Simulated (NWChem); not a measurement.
# ammonia (NH$_{3}$); SMILES N

Computed with NWChem. The geometry was optimised at PBE0/def2-SVP. Ions are spin-unrestricted doublets at the neutral geometry; other ion states weren't tried. Functional: LC-ωPBE (HJS hole) with def2-SVP; the question gives the range parameter ω in 1/bohr.

Task: Predict the results for range parameter (1/bohr) 0.40. Quantities: vertical ionisation energy, ΔSCF (eV); −ε(HOMO) (eV).

Result: 
```yaml
vertical ionisation energy, ΔSCF (eV): 10.78
"−ε(HOMO) (eV)": 10.26
```
